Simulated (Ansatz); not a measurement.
## Mo, bcc: geometry optimisation

The calculation used DFT, r2SCAN, plane waves (500 eV) with PAW, scalar-relativistic in Ansatz 0.2.0. (PAW data from PBE, frozen cores regenerated.)

k-point mesh 14×14×14, Fermi-Dirac smearing 0.1 eV, no spin polarisation. Cell and atoms relax.

Starting structure:

```yaml
crystal:
  lattice:
    - [-1.57365, 1.57365, 1.57365]
    - [1.57365, -1.57365, 1.57365]
    - [1.57365, 1.57365, -1.57365]
  atoms:
    - { symbol: Mo, position: [0.0, 0.0, 0.0] }
hamiltonian:
  xc: r2scan
  pseudopotentials:
    kind: paw
    azcp:
      Mo: "pseudopotentials/Mo.paw.azcp"
basis:
  ecutwfc: 500
  fft_grid_basis: typed
kpoints:
  mp_grid: { grid: [14, 14, 14], shift: [0, 0, 0] }
magnetization:
  spin_polarized: false
scf:
  occupations: { method: fermi_dirac, width: 0.1 }
relax:
  max_steps: 60
  f_tol: 0.01
  cell: {}
```

The pressure at the start is 1.4 GPa. By how much does the volume change?

From 15.59 to 15.67 Å³ per atom, 0.5 %. The final cell has a = 3.153 Å.

How much energy does the relaxation gain?

0.4 meV per atom.
